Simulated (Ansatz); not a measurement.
Polycrystal shear modulus (GPa) of solids drawn from the class of elemental solids other than molecular ones, at two levels: LDA (plane waves, PAW; Ansatz, an electronic-structure program), and PBEsol (plane waves, PAW; Ansatz).

```json
[
 {"solid": "fcc Pb", "LDA": "12.7", "PBEsol": "12.4", "shift (%)": "-2.4"},
 {"solid": "fcc Ir", "LDA": "251", "PBEsol": "244", "shift (%)": "-2.8"},
 {"solid": "hcp Be", "LDA": "171", "PBEsol": "165", "shift (%)": "-3.5"},
 {"solid": "bcc Rb", "LDA": "1.03", "PBEsol": "0.96", "shift (%)": "-6.8"},
 {"solid": "double-hcp La", "LDA": "20.9", "PBEsol": "19.8", "shift (%)": "-5.3"},
 {"solid": "bcc Cs", "LDA": "0.79", "PBEsol": "0.69", "shift (%)": "-12.7"},
 {"solid": "hcp Zr", "LDA": "26.3", "PBEsol": "32.0", "shift (%)": "+22"},
 {"solid": "fcc Ni", "LDA": "116", "PBEsol": "113", "shift (%)": "-2.6"},
 {"solid": "hcp Cd", "LDA": "29.1", "PBEsol": "24.6", "shift (%)": "-15.5"},
 {"solid": "fcc Ca", "LDA": "7.43", "PBEsol": "8.51", "shift (%)": "+14.5"}
]
```

The shifts run from -15.5 % to +22 %, with a median of -3.1 %.

Over all 10 rows PBEsol is the larger in 2.

Ansatz's runs of these crystals have no spin polarisation, but for fcc Ni.

Density-functional runs with spin start from parallel moments for fcc Ni.

Spin–orbit coupling is left out, also for the solids with elements from indium on (fcc Pb, fcc Ir, double-hcp La, bcc Cs); its size isn't shown.

Each level is taken at its own relaxed cell. Ansatz's density-functional and Hartree–Fock values are scalar-relativistic unless marked +SOC, with PAW data made under PBE.
